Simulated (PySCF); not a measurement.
Relaxation of singlet AlOCl

Computed with PBE0 in PySCF with Al def2-TZVP, O def2-TZVP, Cl def2-TZVP; no relativity; density-fitted integrals. A (50,194) grid was used.

A hand-made linear start, of C∞v symmetry, held to at least that symmetry:

```xyz
3
charge 0 multiplicity 1, angstrom
Al    0.0000    0.0000   -0.6606
O     0.0000    0.0000   -2.3606
Cl    0.0000    0.0000    1.5894
```

Task: What forces act on the atoms at the start (eV/Å)?

Result: 
```tsv
atom	Fx	Fy	Fz
Al1	0.00	0.00	-1.23
O2	0.00	0.00	3.60
Cl3	0.00	0.00	-2.37
```

Task: What does it relax to?

Result: It ends at C∞v with Al–Cl 2.059 Å, Al–O 1.592 Å; Cl–Al–O 180.0°. A frequency run shows a minimum.

Task: How much energy is released, and in how many steps?

Result: 45.8 kJ/mol in 5 steps.
